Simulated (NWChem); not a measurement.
# CS; SMILES [C-]#[S+]

Computed with NWChem. Structure relaxed at the PBE0-D3(BJ)/def2-TZVP level.

Diagonal of the polarisability tensor at PBE0/aug-cc-pVDZ, static: 23.07, 23.07, 37.17 bohr³.

Task: Find the mean polarisability volume, the molar refraction, and the refractive index that an ideal gas of it would have at 273.15 K and 1 atm.

Result: 
1. Mean: one third of the trace = 27.77 bohr³ × 0.14818 Å³/bohr³ = 4.12 Å³.
2. Molar refraction (Lorentz-Lorenz): (4π/3) N_A α = 10.4 cm³/mol.
3. Number density p/kT = 2.687 × 10⁻⁵ Å⁻³; n − 1 = 2π N α = 6.95 × 10⁻⁴.
4. These hold the electronic response alone: vibrational and orientational terms add to the static dielectric constant.
